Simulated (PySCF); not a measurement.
C4H5NO.
Atom-mapped SMILES: `[CH3:1][c:2]1[cH:3][n:4][o:5][cH:6]1` (hydrogens: H7, H8, H9 on C1; H10 on C3; H11 on C6)

Structure used (GFN2-xTB), in Å, numbered top down from 1:
```
atom  x, y, z in Å
C1    -1.5029    0.1281   -0.0619
C2    -0.0263   -0.0201    0.0038
C3     0.9641    0.9426   -0.3253
N4     2.1621    0.4657   -0.1448
O5     2.0258   -0.8010    0.2998
C6     0.7238   -1.0944    0.3896
H7    -1.8274    0.9517    0.5725
H8    -1.8159    0.3465   -1.0821
H9    -1.9908   -0.7850    0.2687
H10    0.8277    1.9445   -0.6788
H11    0.4651   -2.0761    0.7326
```

Computed, not measured: PySCF, TDDFT CAM-B3LYP/def2-SVPD, vertical, gas phase, core orbitals frozen in the response.

Kohn–Sham orbitals with the atoms that hold most of them (Löwdin shares over 4%, at most four atoms; ? is withheld):

```json
{"orbital": "HOMO-3", "ε (eV)": "-12.45", "atoms": "C1 21%, O5 16%, C2 15%, C6 14%"}
{"orbital": "HOMO-2", "ε (eV)": "-10.07", "atoms": "N4 62%, O5 13%, C3 12%, C2 5%"}
{"orbital": "HOMO-1", "ε (eV)": "-9.98", "atoms": "C3 31%, O5 26%, N4 22%, C2 9%"}
{"orbital": "HOMO", "ε (eV)": "-8.82", "atoms": "?"}
{"orbital": "LUMO", "ε (eV)": "0.71", "atoms": "?"}
{"orbital": "LUMO+1", "ε (eV)": "1.20", "atoms": "C1 31%, C6 12%, H9 10%, C3 9%"}
{"orbital": "LUMO+2", "ε (eV)": "2.02", "atoms": "C6 25%, H11 24%, O5 20%, C1 8%"}
```

(1) Which atoms hold the LUMO, and with what shares?

(2) Which atoms hold the HOMO, and with what shares?

(3) The HOMO–LUMO gap is 9.53 eV. Where does the response calculation put the lowest singlet, and from which orbitals?

(4) Give energy, strength and leading configuration of S1, S2, S3 and S8, and follow the Löwdin shares of the leading atoms from the occupied to the empty orbital.

## Answers

(1) N4 (bonded to C and O) 24%; C6 (bonded to C, O and H) 20%; O5 (bonded to C and N) 17%; C3 (bonded to C, N and H) 16%. By element: carbon 36% or more, nitrogen 24%, oxygen 17%.

(2) C6 (bonded to C, O and H) 28%; C2 (bonded to 3 C) 27%; N4 (bonded to C and O) 18%; O5 (bonded to C and N) 9%. By element: carbon 55% or more, nitrogen 18%, oxygen 9%.

(3) S1 is at 6.39 eV (f = 0.098), 3.14 eV below the gap, made of HOMO→LUMO (92%). Without the coupling terms of the response equations the lowest excitation would equal the gap.

(4) 
- S1 (6.39 eV, f 0.098), HOMO→LUMO (92%): C6 28% → 20%, C2 27% → at most 17%, N4 18% → 24%
- S2 (6.42 eV, f 0.0060), HOMO-2→LUMO (96%): N4 62% → 24%, O5 13% → 17%, C6 at most 5% → 20%
- S3 (7.14 eV, f 0.0032), HOMO→LUMO+1 (93%): C6 28% → 12%, C2 27% → at most 9%, C1 at most 9% → 31%
- S8 (8.46 eV, f 0.0073), HOMO-1→LUMO+1 (74%): C3 31% → 9%, O5 26% → at most 9%, C1 at most 10% → 31%, C6 at most 10% → 12%
